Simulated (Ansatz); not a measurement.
`[NH2][Mg][SH]`, relaxed with RKS PBE-D4/def2-SVP in Ansatz 0.2.0 from a rough embedded geometry. The force threshold is 0.03 eV/Å; the program also tests the step.

Charge 0, multiplicity 1.

Start:

```xyz
6

N     1.514    0.333   -0.849
Mg   -0.403    0.306   -0.168
S    -2.672    0.225    0.633
H     2.143    0.535    0.034
H     1.800   -0.588   -1.210
H    -2.382   -0.811    1.562
```

```
step  energy (eV)  largest force (eV/Å)  largest move (Å)
   1  -17803.6548                 1.770             0.000
   2  -17803.8686                 0.919             0.109
   3  -17803.9336                 0.504             0.063
   4  -17803.9772                 0.144             0.174
   5  -17803.9802                 0.058             0.038
   6  -17803.9807                 0.034             0.021
   7  -17803.9809                 0.003             0.008
```

End:

```xyz
6

N     1.431    0.124   -0.576
Mg   -0.387    0.167   -0.036
S    -2.620    0.254    0.596
H     2.202    0.658   -0.164
H     1.832   -0.452   -1.323
H    -2.457   -0.752    1.503
```

Hardware: 2 threads of a server CPU on a shared host. Wall time 7.5 s, peak host memory 0.13 GiB.
